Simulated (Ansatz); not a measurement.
The same path of CH6OSi + H2 (11 atoms, charge 0, multiplicity 1) was run twice with different band settings. Lost on the way: Si1–O2, H10–H11. Made: Si1–H10, O2–H11.

Level of theory: RKS BLYP-D4/6-31G* (Ansatz 0.2.0).

Relaxed end points:

```xyz
11
Properties=species:S:1:pos:R:3
Si -0.491 0.502 -0.055
O -0.121 -0.395 1.317
C -1.066 -0.490 2.398
H -2.021 -0.940 2.066
H -0.621 -1.137 3.170
H -1.275 0.501 2.843
H 0.695 0.386 -0.952
H -0.746 1.946 0.280
H -1.714 -0.029 -0.751
H 2.065 -2.491 2.316
H 1.621 -1.984 1.986
```

```xyz
11
Properties=species:S:1:pos:R:3
Si -0.252 -0.082 -0.576
O 0.499 -0.231 2.396
C -0.713 -0.550 3.107
H -1.418 -1.148 2.495
H -0.511 -1.088 4.054
H -1.191 0.412 3.346
H 1.129 0.472 -0.466
H -1.241 0.759 0.158
H -0.637 -0.102 -2.027
H -0.297 -1.495 -0.085
H 0.957 -1.079 2.214
```

Common settings: movable images 9; climbing image yes; spring 5.0 eV/Å²; optimiser quadratic models (default); start path through a guess of the saddle point; iteration limit 60; end points relaxed.

| run | force threshold |
| --- | --- |
| 1 | 0.03 eV/Å |
| 2 | 0.5 eV/Å |

Question: What does each run give, and how far can it be trusted?

Answer: Run 1: converged after 21 iterations, highest image 2.169 eV above the first end. Neighbouring images differ by up to 1.4 eV, so the band resolves the path poorly. A vibrational analysis at the climbing image gives one clearly imaginary mode, 1233i cm⁻¹: a first-order saddle point.
Run 2: converged after 13 iterations, highest image 2.185 eV above the first end. The threshold of 0.5 eV/Å is loose, so the images may lie well off the minimum-energy path. Neighbouring images differ by up to 1.4 eV, so the band resolves the path poorly. The order of the point at the top wasn't checked.
The orbitals stay closed-shell, which can raise the energy where a bond breaks towards radicals; this wasn't checked here.
